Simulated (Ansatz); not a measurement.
# C₂H₄N− (SMILES [CH-]=CN): functionals against CCSD(T) at one geometry

An exercise on one series of results from a longer session: the logs are not shown, and one member is left open.

Program: Ansatz 0.2.0, Gaussian basis. Level of theory: single points in def2-TZVPPD. These are calculated values, not measurements.

Correlated methods freeze the cores.

## Where the work starts

SMILES `[CH-]=CN`, 7 atoms, charge -1, spin multiplicity 1.

Atoms are counted from 1 here; the program's logs count them from 0.

Bond lengths: C1–C2 1.381 Å, C1–H4 1.231 Å, C2–N3 1.371 Å, C2–H5 1.150 Å, N3–H6 1.216 Å, N3–H7 0.931 Å. Angles: C2–C1–H4 110.5°, C1–C2–N3 117.6°, C1–C2–H5 124.0°, N3–C2–H5 118.3°, C2–N3–H6 115.1°, C2–N3–H7 109.8°, H6–N3–H7 116.2°.

Coordinates:

| atom | x (Å) | y (Å) | z (Å) |
| --- | --- | --- | --- |
| C1 | -0.9022 | -0.8134 | -0.6265 |
| C2 | -0.0822 | 0.2323 | -0.2505 |
| N3 | 0.9987 | -0.0596 | 0.5406 |
| H4 | -1.9647 | -0.3880 | -1.0793 |
| H5 | -0.2859 | 1.3334 | -0.5104 |
| H6 | 1.0195 | 0.5081 | 1.6163 |
| H7 | 1.1362 | -0.9801 | 0.5589 |

The first run:

The input, run/in.yaml:

```yaml
crystal:
  periodic: [false, false, false]
  atoms:
    - {symbol: C, position_ang: [-0.902200, -0.813400, -0.626500]}
    - {symbol: C, position_ang: [-0.082200, 0.232300, -0.250500]}
    - {symbol: N, position_ang: [0.998700, -0.059600, 0.540600]}
    - {symbol: H, position_ang: [-1.964700, -0.388000, -1.079300]}
    - {symbol: H, position_ang: [-0.285900, 1.333400, -0.510400]}
    - {symbol: H, position_ang: [1.019500, 0.508100, 1.616300]}
    - {symbol: H, position_ang: [1.136200, -0.980100, 0.558900]}
basis:
  gaussian: {orbitals: "def2-TZVPPD.json"}
total_charge: -1
correlation: {method: ccsd_t}
output: {forces: true}
```

The basis file named in the input lies beside it (Basis Set Exchange, JSON).

No record of the launch command was kept for these runs.

Steps of the session up to this table: CCSD(T)/def2-TZVPPD; PBE0-D4/def2-TZVPPD; wB97M-V/def2-TZVPPD; r2SCAN-D4/def2-TZVPPD; PBE-D4/def2-TZVPPD; BLYP-D4/def2-TZVPPD; HSE06-D4/def2-TZVPPD.

One of the session's tables, all rows but one given; the rest of the session is left out.

```
   method  RMS force component (eV/Å)  angle to CCSD(T) forces (°)
  CCSD(T)                       2.705                    reference
  PBE0-D4                       2.684                          5.5
  wB97M-V                           ?                            ?
r2SCAN-D4                       2.639                          4.9
   PBE-D4                       2.623                          5.9
  BLYP-D4                       2.595                          5.1
 HSE06-D4                       2.681                          5.5
```

**Question.** Estimate the row for wB97M-V.

**Answer.** RMS force component (eV/Å): 2.740; angle to CCSD(T) forces (°): 4.9. In the column «RMS force component (eV/Å)» it is the highest.

Caveats from the session: The anion's highest level is positive in at least one run, so there the basis alone may hold the extra electron.
